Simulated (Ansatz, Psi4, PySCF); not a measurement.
System: cyclopropane, C3H6, net charge 0, singlet state. SMILES: C1CC1
Structure (B3LYP-D3(BJ)/def2-TZVP (Ansatz, a program for electronic structure) minimum search):
```xyz
9

C      0.0021     0.8680     0.0015
C      0.7506    -0.4358    -0.0075
C     -0.7527    -0.4321     0.0060
H      0.0117     1.4536     0.9108
H     -0.0045     1.4568    -0.9058
H      1.2503    -0.7291    -0.9208
H      1.2665    -0.7323     0.8958
H     -1.2539    -0.7261     0.9183
H     -1.2701    -0.7229    -0.8983
```

Quantity: vertical triplet-singlet gap, E(triplet) - E(singlet), in eV. Terms: no dispersion term unless named; non-relativistic; 6-311+G** with 5d; open shells spin-unrestricted; no spin-orbit coupling; frozen cores in correlated levels; each state is the SCF solution reached for its charge and spin; six Cartesian d functions in 6-31G* and its kin unless marked 5d. Ab initio and DFT rows: single points at B3LYP-D3(BJ) geometries (Ansatz). Levels can end on unlike triplets.

```tsv
level	program	vertical triplet-singlet gap, E(triplet) - E(singlet) (eV)
HF/6-31G*	Ansatz	9.51
HF/6-311+G**	Ansatz	7.44
PBE/6-31G*	Ansatz	9.03
PBE/6-311+G**	Ansatz	7.69
B3LYP/STO-3G	Ansatz	11.16
B3LYP/6-31G*	Ansatz	9.27
M06-2X/6-31G* (5d)	PySCF	9.73
wB97X-D/6-31G*	Psi4	9.62
MP2/6-31G*	Ansatz	9.97
PBE0/def2-TZVPD	Ansatz	7.67
M06-2X/def2-TZVPD	PySCF	7.99
```

No value to compare with is used here. The 9 habitual levels span 7.44 (HF/6-311+G**) to 11.16 eV (B3LYP/STO-3G); PBE0/def2-TZVPD gives 7.67.

The levels are drawn from those run, B3LYP/6-31G* more often than the rest, none by its result; runs whose electronic state is in doubt are left out.
